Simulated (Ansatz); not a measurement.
**One shape, several levels: H2S2 (SMILES SS)**

Aim: a comparison of 6 runs (CAM-B3LYP/STO-3G, HSE06/STO-3G, PBE0/STO-3G, revPBE/STO-3G, wB97M-V/STO-3G, MP2/STO-3G) of H2S2. 

The calculation is run with Ansatz 0.2.0.

44 further runs of the same task are left out: 10 that didn't finish, 34 set aside as unsound or not needed.

## Step 1: The system as given

H2S2 has 4 atoms, charge 0, and is taken as a singlet. As SMILES, `SS`. The S2–S1 distance was set to 4.092 Å, away from the relaxed value. At this shape a bond of the SMILES string is far longer than usual.

Bond lengths: S1–H3 1.347 Å, S2–H4 1.347 Å.

## Step 2: A single-point energy at CAM-B3LYP/STO-3G (run 1)

The input, input.yaml:

```yaml
crystal:
  periodic: [false, false, false]
  atoms:
    - {symbol: S, position_ang: [1.508747, -2.699999, 0.266021]}
    - {symbol: S, position_ang: [0.060220, 1.121560, 0.067360]}
    - {symbol: H, position_ang: [0.498847, -3.263379, 0.956211]}
    - {symbol: H, position_ang: [-0.619290, 1.020250, -1.090950]}
basis:
  gaussian: {orbitals: STO-3G}
hamiltonian: {xc: {name: CAM-B3LYP}}
accuracy: high
```

The run is started by

```bash
ansatz run input.yaml --threads 1 --pin off --max-ram 3480MiB --events-out events.jsonl --progress --plain --runs-dir runs
```

Log:

```text
Warning: RAYON_NUM_THREADS=1 ignored (pool sized by the plan → 1); use --threads N
Functional definition: CAM-B3LYP
  name "CAM-B3LYP"
  parameter alpha = 0.19
  parameter beta = 0.46
  parameter omega = 0.33/bohr
  parameter ac = 0.81
  exchange = (1 - alpha - beta)*b88_x + beta*b88_x_sr(omega) + alpha*exact_x + beta*exact_x_lr(omega)
  correlation = (1 - ac)*vwn5_c + ac*lyp_c
308 factors; integrals over basis functions are off by at most 2.4e-8 eV
133 factors; integrals over basis functions are off by at most 1.7e-9 eV
mean field evaluation 1: about -21455.3881 eV, gradient 7.4e0 eV
mean field evaluation 2: about -21455.6532 eV, gradient 2.1e0 eV
mean field evaluation 4: about -21455.6719 eV, gradient 6.5e-1 eV
mean field evaluation 8: about -21455.6629 eV, gradient 1.5e-2 eV
mean field evaluation 16: about -21455.6631 eV, gradient 4.1e-6 eV
mean field evaluation 32: about -21455.1737 eV, gradient 7.8e0 eV
mean field -21455.66308305 eV, -788.4810751312 hartree, gradient 2.7e-8 eV, S^2 0.000000; 2 other end points of the search recorded, 0 dependent functions left out
reference -21455.66309741 eV, -788.4810756590 hartree; 17, 17 occupied and 3, 3 virtual orbitals, 308 factors
Total energy: -21455.66309741 eV, -788.4810756590 hartree
```

Wall time 0.78 s (1 thread of Intel Xeon 6975P-C (Granite Rapids), shared host).

## Step 3: A single-point energy at HSE06/STO-3G (run 2)

The input, molecule.yaml:

```yaml
crystal:
  periodic: [false, false, false]
  atoms:
    - symbol: S
      position_ang: [1.508747, -2.699999, 0.266021]
    - symbol: S
      position_ang: [0.060220, 1.121560, 0.067360]
    - symbol: H
      position_ang: [0.498847, -3.263379, 0.956211]
    - symbol: H
      position_ang: [-0.619290, 1.020250, -1.090950]
basis:
  gaussian:
    orbitals: STO-3G
hamiltonian:
  xc: hse06
accuracy: high
```

The run is started by

```bash
ansatz run molecule.yaml --threads 1 --pin off --max-ram 3480MiB --events-out events.jsonl --progress --plain --runs-dir runs
```

Log:

```text
Warning: RAYON_NUM_THREADS=1 ignored (pool sized by the plan → 1); use --threads N
Functional definition: HSE06
  name "HSE06"
  parameter a = 0.25
  parameter omega = 0.11/bohr
  exchange = pbe_x - a*pbe_x_sr(omega) + a*exact_x_sr(omega)
  correlation = pbe_c
308 factors; integrals over basis functions are off by at most 2.4e-8 eV
63 factors; integrals over basis functions are off by at most 2.3e-9 eV
mean field evaluation 1: about -21449.5636 eV, gradient 4.7e0 eV
mean field evaluation 2: about -21449.6366 eV, gradient 3.0e0 eV
mean field evaluation 4: about -21449.4922 eV, gradient 5.6e0 eV
mean field evaluation 8: about -21449.6727 eV, gradient 5.0e-2 eV
mean field evaluation 16: about -21449.3957 eV, gradient 7.9e-1 eV
mean field evaluation 32: about -21449.6728 eV, gradient 3.5e-2 eV
mean field -21449.67286618 eV, -788.2609387217 hartree, gradient 1.3e-8 eV, S^2 0.000000; 4 other end points of the search recorded, 0 dependent functions left out
reference -21449.67286808 eV, -788.2609387914 hartree; 17, 17 occupied and 3, 3 virtual orbitals, 308 factors
Total energy: -21449.67286808 eV, -788.2609387914 hartree
```

It took 1 s on 1 thread of Intel Xeon 6975P-C (Granite Rapids), shared host.

Run 3 isn't shown in full; the table further down has it.

## Step 4: A single-point energy at revPBE/STO-3G (run 4)

The input, run.yaml:

```yaml
crystal:
  periodic: [false, false, false]
  atoms:
    - {symbol: S, position_ang: [1.508747, -2.699999, 0.266021]}
    - {symbol: S, position_ang: [0.060220, 1.121560, 0.067360]}
    - {symbol: H, position_ang: [0.498847, -3.263379, 0.956211]}
    - {symbol: H, position_ang: [-0.619290, 1.020250, -1.090950]}
basis:
  gaussian:
    orbitals: STO-3G
hamiltonian:
  xc: {name: revPBE}
accuracy: high
```

The run is started by

```bash
ansatz run run.yaml --threads 1 --pin off --max-ram 3480MiB --events-out events.jsonl --progress --plain --runs-dir runs
```

Log:

```text
Warning: RAYON_NUM_THREADS=1 ignored (pool sized by the plan → 1); use --threads N
Functional definition: revPBE
  name "revPBE"
  parameter kappa = 1.245
  parameter beta = 0.06672455060314922
  exchange = pbe_x(kappa = kappa, mu = beta*pi^2/3)
  correlation = pbe_c(beta = beta)
308 factors; integrals over basis functions are off by at most 2.4e-8 eV
mean field evaluation 1: about -21453.9687 eV, gradient 3.3e0 eV
mean field evaluation 2: about -21443.3256 eV, gradient 1.3e1 eV
mean field evaluation 4: about -21444.5610 eV, gradient 1.8e1 eV
mean field evaluation 8: about -21454.0099 eV, gradient 4.1e-3 eV
mean field evaluation 16: about -21453.8665 eV, gradient 2.4e0 eV
mean field evaluation 32: about -21453.9332 eV, gradient 2.7e-1 eV
mean field -21454.00993812 eV, -788.4203231759 hartree, gradient 2.1e-8 eV, S^2 0.000000; 7 other end points of the search recorded, 0 dependent functions left out
reference -21454.00994048 eV, -788.4203232623 hartree; 17, 17 occupied and 3, 3 virtual orbitals, 308 factors
Total energy: -21454.00994048 eV, -788.4203232623 hartree
```

Run time: 1.2 s. Hardware: 1 thread of Intel Xeon 6975P-C (Granite Rapids), shared host.

Run 5 isn't shown in full; the table further down has it.

## Step 5: A single-point energy at MP2/STO-3G (run 6)

The input, in.yaml:

```yaml
crystal:
  periodic: [false, false, false]
  atoms:
    - symbol: S
      position_ang: [1.508747, -2.699999, 0.266021]
    - symbol: S
      position_ang: [0.060220, 1.121560, 0.067360]
    - symbol: H
      position_ang: [0.498847, -3.263379, 0.956211]
    - symbol: H
      position_ang: [-0.619290, 1.020250, -1.090950]
basis:
  gaussian:
    orbitals: STO-3G
correlation:
  method: mp2
  frozen_orbitals: {H: 0, S: 5}
accuracy: high
```

The run is started by

```bash
ansatz run in.yaml --threads 1 --pin off --max-ram 3480MiB --events-out events.jsonl --progress --plain --runs-dir runs
```

Log, shortened:

```text
Warning: RAYON_NUM_THREADS=1 ignored (pool sized by the plan → 1); use --threads N
Functional definition: HF
  name "HF"
[...]
308 factors; integrals over basis functions are off by at most 2.4e-8 eV
[...]
mean field -21421.24872123 eV, -787.2163706613 hartree, gradient 2.3e-8 eV, S^2 0.000000; 6 other end points of the search recorded, 0 dependent functions left out; unrestricted orbitals would lower it
unrestricted determinant -21426.81055678 eV, -787.4207643478 hartree, S^2 1.0057
10 core orbitals not correlated: weight in the atoms' cores, before any rotation towards them, 1.000 or more for the frozen orbitals, at most 0.000 for the correlated occupied ones
reference -21421.24872123 eV, -787.2163706613 hartree; 7, 7 occupied and 3, 3 virtual orbitals, 308 factors
second order -5.40648317 eV of doubles, -0.00000000 eV of singles
WARN: the method's energy lies above the unrestricted determinant's, so it is not that of the lowest state
Total energy: -21426.65520440 eV, -787.4150552531 hartree
```

Wall time 0.2 s (1 thread of Intel Xeon 6975P-C (Granite Rapids), shared host).

## Step 6: Overview of the runs

| run | level | frozen core orbitals | energy (Eh) | wall time |
| --- | --- | --- | --- | --- |
| 1 | CAM-B3LYP/STO-3G | – | -788.481076 | 0.78 s |
| 2 | HSE06/STO-3G | – | -788.260939 | 1 s |
| 3 | PBE0/STO-3G | – | -788.272972 | 0.84 s |
| 4 | revPBE/STO-3G | – | -788.420323 | 1.2 s |
| 5 | wB97M-V/STO-3G | – | -788.572678 | 6.3 s |
| 6 | MP2/STO-3G | 10 | -787.415055 | 0.2 s |

## Step 7: Outcome

| quantity | value |
| --- | --- |
| run 6: total energy | -787.41506 Eh |
| run 6: correlation energy (10 core orbitals frozen) | -198.7 mEh |

In words: Totals of different functionals can't be ranked against each other. In run 6 the log says that unrestricted orbitals would lower the reference, so the values rest on an unstable closed-shell determinant (other closed-shell runs at this shape may share the fault). In runs 1, 2, 3, 4, 5, 6 the basis is minimal, so the values are rough. In runs 1, 2, 3, 4, 5, 6 a closed-shell determinant meets a far-stretched bond, which it describes badly. All runs together took 10 s, the longest 6.3 s.
